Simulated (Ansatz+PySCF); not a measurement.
Results of a calculation; reference values are marked as such.
## Several solutions for singlet C3H6

```
atom    x (Å)    y (Å)    z (Å)
   C   0.0000  -0.4178  -0.1097
   C   0.0000  -0.4299   1.1174
   C   0.0000   0.7075  -0.8970
   H   0.0000  -1.3015  -0.5992
   H   0.0000  -1.2924   1.6349
   H   0.0000   0.4243   1.6521
   H   0.0000   1.5539  -0.3421
   H   0.8123   0.7283  -1.5050
   H  -0.8123   0.7283  -1.5050
```

Basis set: def2-SVP (spherical functions). Charge 0, multiplicity 1.

CASSCF(2,2) was run from several starts with Ansatz (development build ahead of 0.2.0) and PySCF 2.14.0. The starts are those of the Hartree–Fock orbitals from which the active space was taken at the frontier.

```json
{"run": "A", "program": "Ansatz", "start": "stability test followed", "converged": "yes", "energy (hartree)": "-116.95590", "<S²>": "0.00"}
{"run": "B", "program": "PySCF", "start": "program defaults", "converged": "yes", "energy (hartree)": "-116.94687", "<S²>": "0.00"}
{"run": "C", "program": "Ansatz", "start": "atomic start, no search", "converged": "yes", "energy (hartree)": "-116.95590", "<S²>": "0.00"}
{"run": "D", "program": "Ansatz", "start": "search for the lowest state", "converged": "yes", "energy (hartree)": "-116.95590", "<S²>": "0.00"}
```

Question: Which runs reached the lowest solution of this kind, and what is wrong with the others?

Answer: A, C, D reached the lowest solution found. Converged but too high: B by 0.25 eV. Convergence only shows a stationary point; in CASSCF the end hangs on which orbitals enter the active space. Caution: other starts end on other solutions of this active space.
